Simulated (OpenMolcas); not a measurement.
# N2H3 (hydrazinyl radical) at 6 levels

We compute a comparison of 6 runs (ROHF/STO-3G, U-r2SCAN/STO-3G, UPBE/STO-3G, UPBE0/STO-3G, ROMP2/STO-3G, ROCCSD/STO-3G) of N2H3 (hydrazinyl radical). 

The results are computed with OpenMolcas 26.06.

## 1. The structure to begin with

N2H3: 5 atoms, total charge 0, spin state doublet. SMILES: `[NH]N`. The N2–H4 distance was set to 1.511 Å, away from the relaxed value. At this shape the atoms don't form one bonded unit as the SMILES string has it.

Bond lengths: N1–N2 1.338 Å, N1–H3 1.021 Å, N2–H5 1.012 Å. Angles: N1–N2–H5 120.9°, N2–N1–H3 106.1°. A long bond or contact: N2–H4 1.511 Å.

## 2. A single-point energy at ROHF/STO-3G (run 1)

step1.inp

```
&gateway
baslib
$CurrDir
coord
5
angstrom
N        0.263553      -0.996398       0.589833
N        0.322493       0.057262      -0.232657
H        1.210993      -1.129798       0.947063
H       -1.030950       0.592300      -0.640030
H        1.038513       0.763232      -0.121037
basis
STO-3G
group
NoSym
&seward
&scf
uhf
spin
2
scramble
0.25
prorbitals
1 1
&rasscf
fileorb
$Project.UnaOrb
spin
2
nactel
1 0 0
inactive
8
ras2
1
outorbitals
Canonical
orblisting
Nothing
```

The basis set STO-3G is read from a file made from the Basis Set Exchange's data (not shown).

On the command line:

```sh
$ export MOLCAS_MEM=1860
$ pymolcas step1.inp > step1.log
```

Output:

```text
--- Start Module: gateway ---
[...]
--- Stop Module: gateway /rc=_RC_ALL_IS_WELL_ ---
[...]
      Basis functions           13
[...]
--- Start Module: scf ---
[...]
       Convergence after  23 Iterations
[...]
::    Total SCF energy                               -109.0240584468
[...]
      Total spin, S                                     0.5046616308
[...]
--- Stop Module: scf /rc=_RC_ALL_IS_WELL_ ---
--- Start Module: rasscf ---
[...]
      Number of active orbitals                  1
[...]
      Spin quantum number                      0.5
[...]
      Active orbitals                            1
[...]
      Number of CSFs                             1
[...]
      Number of root(s) required                 1
[...]
      Convergence after  8 iterations
[...]
      printout of CI-coefficients larger than  0.05 for root  1
      energy=    -109.021879
      conf/sym  1     Coeff  Weight
             1  u   1.00000 1.00000
      Natural orbitals and occupation numbers for root  1
      sym 1:   1.000000
      ************************************************************************************************************************
      *                                                    Final results                                                     *
[...]
::    RASSCF root number  1 Total energy:   -109.02187874
[...]
      Total electronic charge=   17.000000
      Total            charge=   -0.000000
[...]
      Dipole Moment (debye):
      Origin of the operator (angstrom)=    0.3040   -0.4165    0.1672
                   X=  1.0030E+00               Y=  1.9376E+00               Z=  1.2855E-01           Total=  2.1856E+00
      Quadrupole Moment (debye*angstrom):
[...]
--- Stop Module: rasscf /rc=_RC_ALL_IS_WELL_ ---
[...]
```

Run time: 2.6 s. Hardware: 1 thread of AMD EPYC 9R14 (Zen 4), shared host; peak memory 0.37 GiB.

## 3. The energy at U-r2SCAN/STO-3G (run 2)

test.inp

```
>>> EXPORT MOLCAS_PRINT=2

&GATEWAY
 BasLib=$CurrDir
 Coord
 5
 angstrom
 N        0.263553      -0.996398       0.589833
 N        0.322493       0.057262      -0.232657
 H        1.210993      -1.129798       0.947063
 H       -1.030950       0.592300      -0.640030
 H        1.038513       0.763232      -0.121037
 Basis=STO-3G
 Group=NoSym

&SEWARD
 GridInput
 Grid=UltraFine
 End of Grid

&SCF
 UHF
 Spin=2
 KSDFT=2
 1.0 MGGA_X_R2SCAN
 1.0 MGGA_C_R2SCAN
 Thresholds=1e-10 1e-07 1e-07 1e-05
 PrOrbitals=1 1
```

The basis set STO-3G is read from a file made from the Basis Set Exchange's data (not shown).

On the command line:

```sh
$ export MOLCAS_MEM=1860
$ pymolcas test.inp > test.log
```

Output:

```text
--- Start Module: gateway ---
[...]
--- Stop Module: gateway /rc=_RC_ALL_IS_WELL_ ---
--- Start Module: seward ---
[...]
      Basis functions           13
--- Stop Module: seward /rc=_RC_ALL_IS_WELL_ ---
--- Start Module: scf ---
[...]
       Convergence after  17 Iterations
[...]
::    Total KS-DFT energy                            -109.6137582301
[...]
      Total spin, S                                     0.5036346027
[...]
      Total electronic charge=   17.000000
      Total            charge=   -0.000000
[...]
      Dipole Moment (debye):
      Origin of the operator (angstrom)=    0.3040   -0.4165    0.1672
                   X=  1.2611E+00               Y=  2.0060E+00               Z=  2.4149E-02           Total=  2.3696E+00
      Quadrupole Moment (debye*angstrom):
[...]
--- Stop Module: scf /rc=_RC_ALL_IS_WELL_ ---
[...]
```

Wall time 8.1 s (1 thread of AMD EPYC 9R14 (Zen 4), shared host); peak memory 0.37 GiB.

Runs 3 to 5 aren't shown in full; the table further down has their settings and results.

## 4. The energy at ROCCSD/STO-3G (run 6)

test.input

```
* H3N2 CCSD

&GATEWAY
  BasLib = $CurrDir
  Coord
  5
  angstrom
  N        0.263553      -0.996398       0.589833
  N        0.322493       0.057262      -0.232657
  H        1.210993      -1.129798       0.947063
  H       -1.030950       0.592300      -0.640030
  H        1.038513       0.763232      -0.121037
  Basis = STO-3G
  Group = NoSym

&SEWARD

&SCF
  UHF
  Spin = 2
  Thresholds = 1e-10 1e-07 1e-07 1e-05
  PrOrbitals = 1 1

&RASSCF
  FileOrb = $Project.UnaOrb
  Spin = 2
  Nactel = 1 0 0
  Inactive = 8
  Ras2 = 1
  OutOrbitals = Canonical
  OrbListing = Nothing

&MOTRA
  JobIph
  Frozen = 2

&CCSDT
  CCSD
  Iterations = 80
  Accuracy = 1e-08
  Extrapolation = 5 4
```

The basis set STO-3G is read from a file made from the Basis Set Exchange's data (not shown).

On the command line:

```sh
$ export MOLCAS_MEM=1860
$ pymolcas test.input > test.log
```

Output:

```text
--- Start Module: gateway ---
[...]
--- Stop Module: gateway /rc=_RC_ALL_IS_WELL_ ---
[...]
      Basis functions           13
[...]
       Convergence after  24 Iterations
[...]
::    Total SCF energy                               -109.0240584471
[...]
      Total spin, S                                     0.5046602189
[...]
      Number of active orbitals                  1
[...]
      Spin quantum number                      0.5
[...]
      Active orbitals                            1
[...]
      Number of CSFs                             1
[...]
      Number of root(s) required                 1
[...]
      Convergence after  8 iterations
[...]
      printout of CI-coefficients larger than  0.05 for root  1
      energy=    -109.021879
      conf/sym  1     Coeff  Weight
             1  u   1.00000 1.00000
      Natural orbitals and occupation numbers for root  1
      sym 1:   1.000000
      ************************************************************************************************************************
      *                                                    Final results                                                     *
[...]
::    RASSCF root number  1 Total energy:   -109.02187874
[...]
      Total electronic charge=   17.000000
      Total            charge=   -0.000000
[...]
      Dipole Moment (debye):
      Origin of the operator (angstrom)=    0.3040   -0.4165    0.1672
                   X=  1.0030E+00               Y=  1.9376E+00               Z=  1.2855E-01           Total=  2.1856E+00
      Quadrupole Moment (debye*angstrom):
[...]
--- Start Module: motra ---
[...]
      *** WARNING: Default frozen orbitals is overwritten by user input.
      *** Default values:   2
[...]
--- Stop Module: motra /rc=_RC_ALL_IS_WELL_ ---
--- Start Module: ccsdt ---
[...]
      Convergence after                    22  Iterations
      Total energy (diff) :    -109.16736166      -0.00000001
[...]
--- Stop Module: ccsdt /rc=_RC_ALL_IS_WELL_ ---
[...]
```

Wall time 3.3 s (1 thread of AMD EPYC 9R14 (Zen 4), shared host); peak memory 0.37 GiB.

## 5. All runs side by side

```csv
run,level,scramble,integration grid,SCF convergence threshold,energy (Eh),dipole moment (D),wall time
1,ROHF/STO-3G,0.25,–,–,-109.021879,2.19,2.6 s
2,U-r2SCAN/STO-3G,–,UltraFine,1e-10,-109.613758,2.37,8.1 s
3,UPBE/STO-3G,–,UltraFine,1e-10,-109.535270,2.37,5.7 s
4,UPBE0/STO-3G,–,UltraFine,1e-10,-109.544412,2.40,5.4 s
5,ROMP2/STO-3G,–,–,1e-10,-109.127262,–,2.7 s
6,ROCCSD/STO-3G,–,–,1e-10,-109.167362,–,3.3 s
```

## 6. Results

| quantity | value |
| --- | --- |
| run 6: total energy | -109.16736 Eh |

**Reading.** Among the runs that give it from their own density at one geometry, the dipole moment runs from 2.19 D (ROHF/STO-3G) to 2.40 D (UPBE0/STO-3G). Totals of different functionals can't be ranked against each other. In runs 1, 2, 3, 4, 5, 6 the basis is minimal, so dipoles, gaps and forces are rough. All runs together took 28 s, the longest 8.1 s.
